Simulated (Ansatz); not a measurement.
What does this script print? It uses Ansatz 0.2.0 through its Python package.

Contents of `c6h10.xyz`:
```text
16

C     2.60460   -0.16490    0.48000
C     1.45020   -0.73780    0.11470
C     0.14650   -0.08440    0.00930
C     0.07350    1.38430    0.34150
C    -0.91140   -0.82730   -0.37690
C    -2.33480   -0.40390   -0.56050
H     2.68840    0.88300    0.74410
H     3.51580   -0.75400    0.52240
H     1.48220   -1.79970   -0.12970
H     0.38600    1.55960    1.37710
H    -0.92810    1.80670    0.24170
H     0.72490    1.96130   -0.32430
H    -0.75670   -1.88410   -0.59570
H    -2.51940    0.64980   -0.34850
H    -2.97950   -0.99410    0.09850
H    -2.64240   -0.59450   -1.59370
```

Script `energy_c6h10.py`:
```python
"""Electronic structure of the C6H10 molecule."""

from pathlib import Path
import json
import warnings

import ansatz as az
import numpy as np

warnings.simplefilter("ignore", az.DeckWarning)

molecule = az.Crystal.molecule_from_extxyz("c6h10.xyz")

job = (
    molecule.calculation()
    .basis(gaussian="def2-SVPD")  # the orbital basis, by name
    .functional("BLYP")
    .forces()
    .orbitals()
)
done = job.run(threads=1, runs_dir="out")
r = done.report

print("reference energy %16.6f eV" % r["reference_energy_ev"])
print("total energy     %16.6f eV" % r["free_energy_ev"])
print("occupied orbitals outside the frozen core (up, down):", r["n_occupied"], " frozen:", r["n_frozen"], " virtual:", r["n_virtual"])

state = r["mean_field"]["state"]
print(f"mean field: {state['energy']['hartree']:.7f} Ha, <S^2> = {abs(state['spin_squared']):.4f}, stability: {state.get('stability', {}).get('kind')}")

symbols = [site.symbol for site in molecule.cartesian_sites]
print("forces (eV/A)")
for symbol, f in zip(symbols, r["forces_ev_ang"]):
    print(f"  {symbol:2s} {f[0]:9.4f} {f[1]:9.4f} {f[2]:9.4f}")

charges = r["charge_distribution"]
print("dipole moment", round(4.803205 * float(np.linalg.norm(charges["dipole_moment_e_ang"])), 3), "D")
print("Mulliken:", [(s, round(q, 3)) for s, q in zip(symbols, charges["mulliken_charges_e"])])

lines = Path(r["orbitals_path"]).read_text().splitlines()
field_of = lambda key: [line.split("=")[1].strip() for line in lines if line.startswith(key)]
orbitals = [(27.211386 * float(e), s, float(n)) for e, s, n in zip(field_of("Ene="), field_of("Spin="), field_of("Occup="))]
homo = max(e for e, _, n in orbitals if n > 0.5)
lumo = min(e for e, _, n in orbitals if n < 0.5)
print(f"HOMO {homo:.3f} eV, LUMO {lumo:.3f} eV, gap {lumo - homo:.3f} eV")
with open("c6h10.json", "w") as handle:
    json.dump({k: r[k] for k in ("free_energy_ev", "reference_energy_ev", "n_occupied", "n_virtual")}, handle, indent=1)
```

```console
$ python energy_c6h10.py
reference energy     -6376.429887 eV
total energy         -6376.429887 eV
occupied orbitals outside the frozen core (up, down): [23, 23]  frozen: 0  virtual: [177, 177]
mean field: -234.3294763 Ha, <S^2> = 0.0000, stability: minimum
forces (eV/A)
  C     0.4679    0.1055    0.1178
  C    -0.2233   -0.1220   -0.0730
  C     0.2955    0.1565    0.0952
  C    -0.2147   -0.0551   -0.0516
  C    -0.6570   -0.0671   -0.1469
  C     0.2532    0.0872    0.0685
  H     0.0464    0.4542    0.1167
  H     0.3549   -0.1615    0.0326
  H    -0.1282   -0.3868   -0.1168
  H     0.2558    0.1214    0.3318
  H    -0.3645    0.0183   -0.0682
  H     0.3505    0.2323   -0.1315
  H     0.2645   -0.3841   -0.0378
  H    -0.0241    0.4182    0.0942
  H    -0.3992   -0.2802    0.1857
  H    -0.2777   -0.1370   -0.4167
dipole moment 0.802 D
Mulliken: [('C', 0.202), ('C', 0.077), ('C', -1.193), ('C', 1.337), ('C', -0.51), ('C', 1.166), ('H', 0.014), ('H', -0.268), ('H', 0.061), ('H', 0.164), ('H', -0.624), ('H', 0.164), ('H', -0.305), ('H', -0.342), ('H', 0.029), ('H', 0.029)]
HOMO -5.237 eV, LUMO -1.352 eV, gap 3.884 eV
```

`c6h10.json`, as written:
```json
{
 "free_energy_ev": -6376.429887158855,
 "reference_energy_ev": -6376.429887158855,
 "n_occupied": [
  23,
  23
 ],
 "n_virtual": [
  177,
  177
 ]
}
```

Reading the output:
- Total energies depend on the basis set; only differences at equal settings carry meaning.
- The geometry is a force-field or estimated start, not a minimum of this method, and the basis set is short of its limit.
- Levels such as HOMO and LUMO are orbital energies: with these approximate functionals they aren't the ionisation energy and electron affinity, and their gap isn't the fundamental gap.
- Mulliken charges are unreliable in a basis with diffuse functions.
- It ran for 12 s on 1 thread of Arm Neoverse V1, with other jobs on the host, peak memory 0.32 GiB.
